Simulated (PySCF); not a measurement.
Isomers of C3H4. Gas-phase values, no solvent. Strings in code marks are SMILES.

All values below come from M06-2X/def2-TZVP // B3LYP-D3(BJ)/def2-TZVP in PySCF. All candidates: neutral, multiplicity 1. Delta-SCF ions had no search for a lower state. 

```
Quantity                                  Result
--------------------------------------  --------
vertical ionisation energy (Delta-SCF)  10.43 eV
HOMO                                    -9.01 eV
dipole moment                             0.80 D
```

### Question
Say which member has these values.
A) `C=C=C`
B) `C1=CC1`
C) `C#CC`

### Answer
C, `C#CC`. The others give `C1=CC1`: 9.90 eV, -8.51 eV, 0.49 D; `C=C=C`: 10.25 eV, -8.95 eV, 0.00 D
